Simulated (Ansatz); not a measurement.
`[SiH3][AlH][Cl]` + NH₃ → `[NH2][AlH][Cl]` + SiH₄  (cleavage of the Al–Si bond)

Gas-phase electronic energies from Ansatz, PBE0-D4/def2-TZVP geometries. CCSD(T)/CBS is the MP2 limit (def2-TZVPP, def2-QZVPP) plus CCSD(T) − MP2 in def2-TZVPP, frozen cores. This one scheme is used for every species. Functionals use def2-TZVPP. One conformer a species, not always the lowest.

Question: Is it downhill or uphill in electronic energy at CCSD(T)/CBS, and by how much? (Best estimate.)

Answer: Ansatz gave: Downhill: ΔE = -93.9 kJ/mol.

Question: What do these levels give: r2SCANh-D4, r2SCAN0-D4, ωB97X-V, r2SCAN, HF/def2-SVP, HF/CBS(def2)? (An estimate is asked.)

Answer: Ansatz gave: r2SCANh-D4 -93.2, r2SCAN0-D4 -93.3, ωB97X-V -93.6, r2SCAN -93.4, HF/def2-SVP -106.2, HF/CBS(def2) -107.9 kJ/mol.

Question: What do rigid-rotor, harmonic-oscillator terms from PBE0-D4/def2-TZVP frequencies (298.15 K, 1 bar) make of the CCSD(T)/CBS value? (Best estimate.)

Answer: Computed: ΔZPE = -4.6 kJ/mol, ΔH = -101.4 kJ/mol, ΔS = -32 J/(mol·K), ΔG = -91.8 kJ/mol. Modes under 50 cm⁻¹ make the entropy rough.

Largest T1 diagnostic among the species: 0.011.

From PBE to PBE0 (25 % exact exchange), in def2-TZVPP and without D4, ΔE moves by −3.9 kJ/mol. At CCSD(T), def2-SVP lies −5.0 kJ/mol from the extrapolated value and def2-TZVPP −1.0 kJ/mol.
